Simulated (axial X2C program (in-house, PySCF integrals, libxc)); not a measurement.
**Bond lengths and stretching modes, held linear, of BOH**

Calculated with an in-house all-electron X2C program for linear molecules (integrals from PySCF): two-component X2C with atomic mean-field Coulomb and Gaunt terms, Gaussian nuclei, basis B dyall-v3z, O dyall-av3z, H dyall-v3z with contracted cores. Spin-free rows use the one-electron spin-free X2C Hamiltonian.

Masses B 11.009, O 15.995, H 1.008 u. States: 2c Ω = 0 (all partner blocks equally filled); spin-free M_S = 0, Λ = 0 (closed shell).

MP2, 2c: energies above the lowest point

```csv
r(B–O) (Å),r(O–H) (Å),E (meV)
1.2412,0.9282,61.31
1.2412,0.9520,44.45
1.2412,0.9758,58.98
1.2730,0.9282,17.73
1.2730,0.9520,0.00
1.2730,0.9758,13.68
1.2730,0.9996,53.90
1.3048,0.9282,30.88
1.3048,0.9520,12.32
1.3048,0.9758,25.17
1.3366,0.9520,70.61
1.3366,0.9996,121.28
```

Task: Fit a quadratic surface with cubic terms in each bond: where is the minimum, and what are the two stretching wavenumbers?

Result: At MP2, 2c: bonds 1.281 and 0.953 Å; harmonic stretches 1468.8 and 3987.8 cm⁻¹; force constants 8.55, 8.82 and coupling -0.17 mdyn/Å.

The other levels and Hamiltonians give:

| Hamiltonian | level | r(B–O) (Å) | r(O–H) (Å) | lower stretch (cm⁻¹) | upper stretch (cm⁻¹) |
| --- | --- | --- | --- | --- | --- |
| 2c | PBE0 | 1.273 | 0.951 | 1491.8 | 4000.8 |
| 2c | HF | 1.262 | 0.932 | 1551.3 | 4270.4 |
| 2c | BHandHLYP | 1.263 | 0.942 | 1530.0 | 4115.1 |
| spin-free | PBE0 | 1.273 | 0.951 | 1491.6 | 4000.4 |
| spin-free | HF | 1.262 | 0.932 | 1551.2 | 4270.2 |
| spin-free | BHandHLYP | 1.263 | 0.942 | 1529.8 | 4114.7 |
| spin-free | MP2 | 1.281 | 0.953 | 1468.6 | 3987.6 |

Each state is one determinant, the lowest of a limited PBE0 search; the stretches come from a fit to these few points and carry an uncertainty of a few per cent. Other orders of the atoms were not compared. MP2 freezes inner shells (threshold -2 hartree). The molecule was held linear; bending was not examined, so a bent shape may lie lower.
